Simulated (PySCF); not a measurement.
C2F4, charge +1, multiplicity 2. Atoms are numbered in the order given.

```xyz
6

F      0.0000     1.0944    -1.3659
C      0.0000     0.0000    -0.7158
F      0.0000    -1.0944    -1.3659
C      0.0000     0.0000     0.7158
F      0.0000    -1.0944     1.3659
F      0.0000     1.0944     1.3659
```
Charge +1, spin multiplicity 2.

Geometry: PBE-D3(BJ)/def2-SVP. The multiplicity is an assumed one; other spin states were not compared.

Calculation: PBE-D3(BJ)/def2-SVP run with PySCF.

No scaling factor is applied to the harmonic values.

List the normal modes with their intensities. (An estimate is asked for; the answer gives what the named calculation found.)


```
mode  ν (cm⁻¹)  IR (km/mol)  moving atoms (share of kinetic energy)
----  --------  -----------  --------------------------------------
1          135          0.0                                 F 100 %
2          205          5.8                                  F 93 %
3          398          0.0                                  F 99 %
4          418         20.9                          C 76 %, F 24 %
5          520          0.0                          F 82 %, C 18 %
6          563          0.0                                  C 92 %
7          592         10.8                          F 81 %, C 19 %
8          820          0.0                          F 90 %, C 10 %
9         1272        374.0                          C 57 %, F 43 %
10        1530          0.0                          C 77 %, F 23 %
11        1532        479.0                          C 69 %, F 31 %
12        1669          0.0                          C 88 %, F 12 %
```
